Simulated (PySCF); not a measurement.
Gas-phase reaction: 6 CH₃SiH₂ + 2 C₃H₆ (cyclic) = 3 (CH₃)₂Si + 3 ethylsilane

Method: PySCF energies (xtb for GFN2) plus ideal-gas RRHO corrections (1 bar). † marks an energy on the PBE0/def2-TZVP geometry and frequencies; other levels use their own. MP2 and CCSD(T) freeze the core. Open shells (unrestricted): CH₃SiH₂ (multiplicity 2); the rest are closed-shell singlets. GFN2 has no spin-polarisation term. CH₃SiH₂, (CH₃)₂Si: computed as isolated molecules; such fragments, hydroxides, amides, oligomers or adducts are transient or little studied in the gas. MP2 isn't extrapolated to the basis-set limit. CCSD(T) isn't extrapolated to the basis-set limit.

```
level               ΔH°(298 K), kJ
------------------  --------------
CCSD(T)/def2-SVP†             -577
GFN2-xTB                         …
HF/def2-TZVP†                    …
MP2/def2-TZVPP†               -587
PBE/def2-TZVP†                -538
PBE0/def2-QZVP†                  …
r2SCAN/def2-TZVP†                …
ωB97M-V/def2-TZVP†            -666
```

Problem. Complete the blanks.

Solution. 
- GFN2-xTB, ΔH°(298 K), kJ: -646
- HF/def2-TZVP†, ΔH°(298 K), kJ: -360
- PBE0/def2-QZVP†, ΔH°(298 K), kJ: -531
- r2SCAN/def2-TZVP†, ΔH°(298 K), kJ: -495
